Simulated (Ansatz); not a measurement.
**Forces on a displaced structure**

C$_{2}$H$_{5}$O (charge +1), singlet, displaced at random from a GFN2-xTB minimum.

```xyz
8
angstrom
C -0.9377 0.5826 -0.8060
O -0.3824 -0.4682 -0.3552
C 0.7188 -0.4938 0.6486
H -1.6930 0.4410 -1.5030
H -0.5202 1.4462 -0.4682
H 0.4329 -1.3139 1.5412
H 1.5922 -0.9599 0.2931
H 1.0235 0.7039 1.0315
```

Ansatz 0.2.0; basis: def2-TZVPP; cores frozen in the correlated methods.

CCSD(T) forces from the calculation:
| atom | Fx | Fy | Fz (eV/Å) |
| --- | --- | --- | --- |
| C1 | 2.249 | -3.602 | 1.531 |
| O2 | -0.420 | 0.048 | -0.368 |
| C3 | -0.542 | 1.939 | 4.185 |
| H4 | -1.477 | -0.165 | -1.208 |
| H5 | 0.632 | 3.033 | 0.736 |
| H6 | -0.030 | 2.770 | -2.257 |
| H7 | 0.860 | -0.317 | -1.606 |
| H8 | -1.272 | -3.706 | -1.013 |

Root-mean-square difference of the force components from those of CCSD(T): PBE0-D4 0.253; wB97M-V 0.197; r2SCAN-D4 0.107; PBE-D4 0.223; CAM-B3LYP-D4 0.263; BLYP-D4 0.190 eV/Å.

No T1 diagnostic of these runs exceeds 0.020. These are differences at one structure, and CCSD(T) in triple zeta is itself an approximation.

For scale, one of the runs: CCSD(T)/def2-TZVPP forces, 163 basis functions (an equivalent command: `ansatz run in.yaml --threads 4`). Time: 65 s of wall clock on 4 CPU threads; the host was shared. Peak host memory: 2.5 GiB.
